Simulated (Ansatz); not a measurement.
**Al2H+ (triplet): from Hartree-Fock to the top rungs, cc-pVTZ**

An exercise on one series of results from a longer session: the logs are not shown, and one member is left open.

Program: Ansatz 0.2.0, Gaussian basis. Level of theory: cc-pVTZ, core rule «outside noble gas», up to 10 orbitals frozen. These are calculated values, not measurements.

To be run: UHF; CCSD(T) on ROHF; CCSD(T) on UHF; BCCD(T) on ROHF; CCSDT(Q) on ROHF; CCSDT(Q) on UHF.

27 further runs of the same task are left out: 6 for a known fault of the program, 7 that didn't finish, 14 set aside as unsound or not needed.

### What is computed

The geometry is a PBE0/def2-TZVP stationary point (not a proven minimum) of the parent state, kept for this charge and spin.

3 atoms, charge 1, spin multiplicity 3.

Atoms are counted from 1 here; the program's logs count them from 0.

Bond lengths: Al1–Al2 2.360 Å, Al1–H3 1.583 Å. Angles: Al2–Al1–H3 180.0°.

The first run:

in.yaml

```yaml
crystal:
  periodic: [false, false, false]
  atoms:
    - {symbol: Al, position_ang: [0.000000, 0.000000, 0.259056]}
    - {symbol: Al, position_ang: [0.000000, 0.000000, -2.101360]}
    - {symbol: H, position_ang: [0.000000, 0.000000, 1.842303]}
basis:
  gaussian: {orbitals: cc-pVTZ}
total_charge: 1
magnetization: {spin_polarized: true, initial_magnetization: 2}
hamiltonian: {xc: hf}
output: {orbitals: {seedname: orbitals}}
```

Command:

```bash
> ansatz run in.yaml --threads 1 --pin off --events-out ev --progress --plain --max-ram 2393MiB
```

Steps of the session up to this table: UHF; CCSD(T) on ROHF; CCSD(T) on UHF; BCCD(T) on ROHF; CCSDT(Q) on ROHF; CCSDT(Q) on UHF.

One of the session's tables, all rows but one given; the rest of the session is left out.

| method | from UCCSDT(Q) (meV) |
| --- | --- |
| ROHF | +3153.3 |
| UHF | +3055.3 |
| RMP2 | +819.8 |
| UMP2 | +819.7 |
| RCCSD | +148.7 |
| UCCSD | +142.8 |
| RCCSD(T) | +39.7 |
| UCCSD(T) | +38.2 |
| BCCD(T) | +38.7 |
| RCCSDT | +6.6 |
| UCCSDT | +4.7 |
| RCCSDT(Q) | ? |
| UCCSDT(Q) | 0 |

Estimate the missing values for RCCSDT(Q).

**Answer.** from UCCSDT(Q) (meV): +1.6. In the column «from UCCSDT(Q) (meV)» it lies between UCCSDT(Q) (0) and UCCSDT (+4.7).

Among the levels timed on like hardware and quicker than the yardstick, those that no quicker one beats, quickest first: BCCD(T) (5.5 s, +38.7 meV); UCCSD(T) (14 s, +38.2 meV).

To keep in mind: Restricted and unrestricted rows rest on different reference determinants; where their highest levels disagree by more than a few hundredths of an eV, they describe different states and don't form one ladder.
